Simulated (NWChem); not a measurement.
System: dimethylamine (C$_{2}$H$_{7}$N); SMILES CNC

```xyz
10

C      0.2217    -0.0034     1.2130
N     -0.5781     0.1185     0.0000
C      0.2217    -0.0034    -1.2130
H      0.8213    -0.9324     1.2740
H      0.9189     0.8414     1.2725
H     -0.4322     0.0419     2.0906
H     -1.2918    -0.6073     0.0000
H      0.8213    -0.9324    -1.2740
H     -0.4322     0.0419    -2.0906
H      0.9189     0.8414    -1.2725
```
Atoms are numbered in this order, from 1.

Results from NWChem. Pople sets run with spherical d functions. STO-3G and 3-21G are far too small for this property and stand as cheap habits. Structure relaxed at the B3LYP/6-31G* (spherical d) level. B3LYP is NWChem's, with the RPA form of VWN correlation. GIAO values for the isolated, static molecule; σ is the absolute isotropic shielding, δ = σ(reference) − σ with the isolated reference molecule computed at the same levels (13C: tetramethylsilane, 1H: tetramethylsilane, 15N: ammonia).

```csv
level,δ C1 (ppm),δ N2 (ppm),δ H4 (rotor mean) (ppm),δ H7 (ppm),relative time
"LDA (Slater exchange, VWN5)/pcSseg-1",42.8,41.3,2.42,-0.54,10
Hartree-Fock/6-31G*,35.9,7.1,2.21,-0.38,7
PBE/pcSseg-1,42.6,42.0,2.40,-0.49,20
Hartree-Fock/STO-3G,37.7,2.3,1.38,-0.88,1
B3LYP/6-31G*,38.3,24.6,2.27,-0.37,10
```

The last column is a rough cost ratio, cheapest run = 1.
